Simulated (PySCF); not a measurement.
## Energy of H (hydrogen, neutral) between two integer charges

The 1s alpha orbital of 1s1 is emptied in steps (occupation f), with all orbitals relaxed, ending at no electrons. Computed with PySCF 2.14 in aug-cc-pVTZ-DK (4s3p2d, 23 functions), with the spin-free X2C one-electron Hamiltonian (Gaussian nucleus). The exact energy is a straight line in f; departures are measured from the line between the end points of the same method.

| f | UHF (eV) | BHandHLYP (eV) | wB97X (eV) |
| --- | --- | --- | --- |
| 1 | 0.000 | 0.000 | 0.000 |
| 0.8 | 0.000 | -0.489 | -0.318 |
| 0.6 | 0.000 | -0.716 | -0.457 |
| 0.4 | 0.000 | -0.685 | -0.421 |
| 0.2 | 0.000 | -0.417 | -0.233 |
| 0 | 0.000 | 0.000 | 0.000 |

Problem. For UHF, how does the orbital energy at f = 1 compare with the removal energy?

Solution. −ε = 13.601 eV against a total-energy difference of 13.601 eV. By Janak's theorem ε = ∂E/∂f, so the gap between them reflects the curvature. Along the path −ε is 13.601 (f = 0.8), 13.601 (f = 0.6), 13.601 (f = 0.4), 13.601 (f = 0.2) eV.

| method | E(f=0) − E(f=1) (eV) | −ε at f=1 (eV) | −ε at f=0.4 (eV) |
| --- | --- | --- | --- |
| UHF | 13.601 | 13.601 | 13.601 |
| BHandHLYP | 13.568 | 10.470 | 14.342 |
| wB97X | 13.647 | 11.623 | 14.241 |

As f goes to zero the orbital energy of a semilocal functional can turn back, because the density of that orbital vanishes from the exchange-correlation potential.

Reference removal energy between the ground levels: 13.598 eV (theoretical estimate listed by NIST; NIST Atomic Spectra Database, ionization energies). UHF lacks correlation.
